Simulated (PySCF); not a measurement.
Match the calculated data to a structure.

All candidates are C5H8O.

| technique | computed result |
| --- | --- |
| UV, first state | lowest singlet excitation: 5.95 eV (209 nm, f = 0.087) [TDDFT PBE0/def2-SVPD] |
| Rotational structure | rotational constants A, B, C: 6.584, 3.618, 2.715 GHz [GFN2-xTB] |
| 13C NMR | chemical shifts (computed TMS as zero) by class: 140.0 (1 C), 133.5 (1 C), 88.7 (1 C), 80.9 (1 C), 24.9 (1 C) ppm [GIAO PBE0/pcSseg-1] |
| Dipole | 1.56 D [PBE0/def2-SVPD] |
| 1H NMR | chemical shifts (computed TMS as zero) by class: 5.99 (1 H), 5.93 (1 H), 5.25 (1 H), 5.08 (1 H), 5.05 (1 H), 1.17 (3 H) ppm [GIAO PBE0/pcSseg-1] |
| UV, strongest line | among the 6 lowest singlet transitions: S6 at 7.66 eV (162 nm, f = 0.091) [TDDFT PBE0/def2-SVPD] |

Electronic properties: PySCF, gas phase, density fitting. Levels stand in brackets. Isolated species at its GFN2-xTB geometry, gas phase. Each NMR value is the plain mean over a class of atoms that symmetry, rotation or inversion makes alike.

Task: Which candidate is it?
A. `C[C@@H]1C=CCO1`
B. `C=C(C)CC=O`
C. `COC1(C)C=C1`

Result: A. It is `C[C@@H]1C=CCO1`. Numbering: `[CH3:1][C@@H:2]1[CH:3]=[CH:4][CH2:5][O:6]1`. Its formula, C5H8O, gives 2 degrees of unsaturation: 1 ring and 1 π bond in the structure found. 5 carbons fall into 5 classes; from least to most shielded: alkene CH carbon [C3] (140.0 ppm), alkene CH carbon [C4] (133.5 ppm), ring sp3 carbon bound to oxygen [C2] (88.7 ppm), ring sp3 carbon bound to oxygen [C5] (80.9 ppm), methyl carbon [C1] (24.9 ppm). Hydrogen classes from least to most shielded: 1 H on an alkene CH carbon, C3 (5.99 ppm), 1 H on an alkene CH carbon, C4 (5.93 ppm), 1 H on an sp3 carbon bound to oxygen, C2 (5.25 ppm), 1 H on an sp3 carbon bound to oxygen, C5 (5.08 ppm), 1 H on an sp3 carbon bound to oxygen, C5 (5.05 ppm), 3 H on a methyl carbon, C1 (1.17 ppm, a mean of values up to 0.6 ppm apart in this geometry). The optimised geometry has point group C1 and is an asymmetric top.

The others, at the same levels:
- `C=C(C)CC=O` fails: its computed 13C shifts are 201.2 (1 C), 144.0 (1 C), 123.0 (1 C), 58.6 (1 C), 24.1 (1 C) ppm, 1H shifts are 9.63 (1 H), 5.46 (1 H), 5.32 (1 H), 3.00 (2 H), 1.80 (3 H) ppm and smallest rotational constant is 2.022 GHz (against 2.715 GHz).
- `COC1(C)C=C1` fails: it has 4 carbon classes against 5; its computed 13C shifts are 146.7 (2 C), 61.9 (1 C), 54.7 (1 C), 27.9 (1 C) ppm, 1H shifts are 8.68 (2 H), 2.88 (3 H), 1.52 (3 H) ppm and rotational constant A is 5.358 GHz (against 6.584 GHz).

Each candidate is one conformer, not necessarily the lowest. The conformers computed, where there is a choice (atom-mapped SMILES and torsion angles):
- `[CH2:1]=[C:2]([CH3:3])[CH2:4][CH:5]=[O:6]`: C1–C2–C4–C5 -98°, C2–C4–C5–O6 -103°
- `[CH3:1][O:2][C:3]1([CH3:4])[CH:5]=[CH:6]1`: C1–O2–C3–C4 179°
